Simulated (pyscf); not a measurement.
7 gas-phase steps of one pattern: 1,1-elimination on the singlet surface, F/Cl/Br/I–Si/Ge/Sn, H–Si/Ge/Sn broken and F/Cl/Br/I–H formed. Structures and frequencies: ωB97X-D3(BJ)/def2-SVP in PySCF. MP2 and CC: frozen core, UHF for open shells. ΔMP2 is the change of the MP2 total energy from the triple- to the quadruple-zeta basis. Electronic energies in kJ/mol, from the reactant's lowest minimum found; ΔE‡ at CCSD(T)/def2-TZVPP + ΔMP2(QZVPP), beside the barrier at B3LYP-D3(BJ)/def2-TZVP on the same structures. Rows were drawn at random from the steps of this pattern with a verified saddle, stable references and no exit in the data more than 5 kcal/mol lower.

```tsv
row	step	ΔE‡(B3LYP-D3(BJ))	ΔE‡
1	F–SnH(F)–F (SMILES [F][SnH]([F])[F]) -> F–Sn:–F (SMILES [F][Sn][F]) [singlet] + HF (SMILES F)	169.2	189.4
2	F–SnH(Cl)–Cl (SMILES [F][SnH]([Cl])[Cl]) → Cl–Sn:–Cl (SMILES [Cl][Sn][Cl]) [singlet] + HF (SMILES F)	170.9	191.4
3	F–SnH(F)–Cl (SMILES [F][SnH]([F])[Cl]) → F–Sn:–F (SMILES [F][Sn][F]) [singlet] + HCl (SMILES Cl)	169.4	?
4	HO–SnH(OH)–Cl (SMILES [OH][SnH]([OH])[Cl]) → HO–Sn:–OH (SMILES [OH][Sn][OH]) [singlet] + HCl (SMILES Cl)	165.3	188.1
5	F–GeH(F)–F (SMILES [F][GeH]([F])[F]) → HF (SMILES F) + F–Ge:–F (SMILES [F][Ge][F]) [singlet]	233.1	258.4
6	F–GeH₃ (SMILES [F][GeH3]) → GeH₂ (SMILES [GeH2]) [singlet] + HF (SMILES F)	261.2	279.7
7	Cl–SiH₂–Cl (SMILES Cl[SiH2]Cl) → HCl (SMILES Cl) + :HSi–Cl (SMILES [SiH]Cl) [singlet]	293.1	313.7
```

### Question
From a straight line through the complete rows, estimate the missing barrier and say how far the line can be trusted.

### Answer
Over the 6 complete rows the means are +215.5 (ΔE‡(B3LYP-D3(BJ))) and 236.8 (ΔE‡); least squares gives b = 0.99 and a = 23.5 kJ/mol, with residuals of 2.2 kJ/mol (root mean square; largest 4.1, row 5). For row 3: 23.5 + 0.99 × (+169.4) = 191.2 kJ/mol. The computed barrier is 193.2 kJ/mol, 2.0 over the line. The line follows these rows closely. Each barrier is that of the saddle found. The CCSD(T) − MP2 part came from Ansatz, without density fitting, on the same reference. The frozen core leaves the outer d or s,p core shells of the metals and heavy elements correlated in the MP2 and CC values, and def2-TZVPP describes them poorly, which can shift differences by a few kcal/mol. Elements up to Kr have no core potential and no relativistic terms here. Elements past Kr carry the def2 core potentials, without spin-orbit coupling.
